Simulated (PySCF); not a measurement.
Species: C₃H₁₀N (charge +1).
SMILES with atom numbers: `[CH3:1][CH:2]([CH3:3])[NH3+:4]` (hydrogens: H5, H6, H7 on C1; H8 on C2; H9, H10, H11 on C3; H12, H13, H14 on N4)

Level of theory: PySCF 2.14.0, PBE0-D3(BJ)/def2-SVP geometry optimisation, gas phase.

**Question.** Give the optimised bond lengths and angles.

**Answer.** 
```json
{"bond": "C1–C2, C2–C3", "length (Å)": "1.514", "order": "single"}
{"bond": "C2–N4", "length (Å)": "1.519", "order": "single"}
{"bond": "C1–H5 and 5 like bonds", "length (Å)": "1.100", "order": "single"}
{"bond": "C2–H8", "length (Å)": "1.101", "order": "single"}
{"bond": "N4–H12, N4–H13, N4–H14", "length (Å)": "1.028", "order": "single"}
```

Bonds in one row agree within 0.01 Å and their mean is given. Orders are formal, as drawn. A selection of angles:
```json
{"angle": "C2–C1–H5", "degrees": "111.7"}
{"angle": "C2–C1–H7", "degrees": "109.0"}
{"angle": "H5–C1–H6", "degrees": "109.1"}
{"angle": "H5–C1–H7", "degrees": "107.3"}
{"angle": "C1–C2–C3", "degrees": "114.5"}
{"angle": "C1–C2–N4", "degrees": "108.5"}
{"angle": "C1–C2–H8", "degrees": "110.2"}
{"angle": "N4–C2–H8", "degrees": "104.3"}
{"angle": "C2–N4–H12", "degrees": "110.8"}
{"angle": "H12–N4–H13", "degrees": "107.2"}
```

Of the pairs four or more bonds apart, H9···H14 is among the closest relative to their van der Waals radii: 2.49 Å, 104 % of the sum of Bondi's values. N4 (ammonium nitrogen) is tetrahedral (angles from 107.2° to 111.8°).

Point group: Cs (tolerance 0.08 Å). No frequency check.

The run took 13 s wall on one thread, x86-64 server, on a shared host. That covers the optimisation of the geometry.
